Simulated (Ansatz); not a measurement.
We consider bcc V, described by r²SCAN-D4 in Ansatz (PAW).

Numerical settings: plane-wave cutoff 560 eV, 26×26×26 k mesh, Fermi–Dirac smearing 0.05 eV, no spin polarisation, scalar-relativistic PAW data made under PBE.

Computed at the level's own relaxed cell.

Q: Give the computed equilibrium volume per atom, bulk modulus B0, equilibrium lattice constant a and pressure derivative B′ of the bulk modulus.

A: 
* **equilibrium volume per atom**: 13.18 Å³/atom
* **bulk modulus B0**: 196 GPa
* **equilibrium lattice constant a**: 2.976 Å
* **pressure derivative B′ of the bulk modulus**: 3.7

The run finds no gap.

Measured, for comparison: equilibrium volume per atom 13.79 Å³/atom, lattice constant a 3.021 Å (static lattice: zero-point anharmonic expansion removed; as tabulated in Mejia-Rodriguez and Trickey (2018), arXiv:1807.09216); bulk modulus 161 GPa (corrected for temperature and zero-point phonon effects, our sources range from 159 to 166; as tabulated in Levämäki et al. (2014), arXiv:1402.3671). Computed (rounded) less measured: equilibrium volume per atom -4.4 %, bulk modulus +22 % (+18 % to +23 % over the range), lattice constant a -1.5 %.

The computed numbers hold no vibrational or temperature effects.

Computing time: about 2.1 core-minutes (a rough figure).

Ansatz is a first-principles code.
